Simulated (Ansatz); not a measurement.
A made-up structure of C2H6Al (charge +1), closed shell:

```
atom    x (Å)    y (Å)    z (Å)
  C1  -0.5934   0.4565  -0.8544
  C2   0.4894   0.1795  -0.2684
 Al3   0.3311  -0.9589   1.0140
  H4  -1.6914   0.1101  -0.6193
  H5  -0.3885   0.9911  -1.5980
  H6  -0.2440   1.2056   0.2131
  H7   1.5316   0.5995  -0.5937
  H8   1.3217  -2.0780   0.4942
  H9  -0.7564  -0.5055   2.2124
```

It is relaxed with PBE-D4/def2-SVP and then PBE0-D4/def2-TZVP (Ansatz 0.2.0). Atoms count as bonded within 1.22 times the sum of their covalent radii (H–H: 0.88 Å). The end point is not checked to be a true minimum.

(1) Does its bonding change? (Judge from chemistry; the calculation decides.)

## Answers

(1) By the calculation: Yes. Formed: C1–H6; broken: none.

Where it ends: The first stage lowers the energy by 3.04 eV in 16 steps. It ends as C₂H₆Al ([CH3][CH][AlH2]), total charge +1:
```tsv
atom	x (Å)	y (Å)	z (Å)
C1	-0.6455	0.6428	-1.0210
C2	0.4386	0.1977	-0.2806
Al3	0.4345	-1.1806	1.2433
H4	-1.6581	0.3124	-0.7936
H5	-0.5269	1.3027	-1.8795
H6	-0.2890	1.2588	0.0490
H7	1.3881	0.6229	-0.6186
H8	1.4146	-2.3509	0.9052
H9	-0.5561	-0.8056	2.3958
```

Labels in which every atom is bracketed show which atoms are joined, not bond orders.

For scale, one of the runs: PBE0-D4/def2-TZVP relaxation, 135 basis functions, launched by `ansatz run in.yaml --threads 2 --pin off --events-out ev --progress --plain --max-ram 4352MiB`. The run took about 34 s on 2 CPU threads of an Arm Neoverse V1 (shared host).
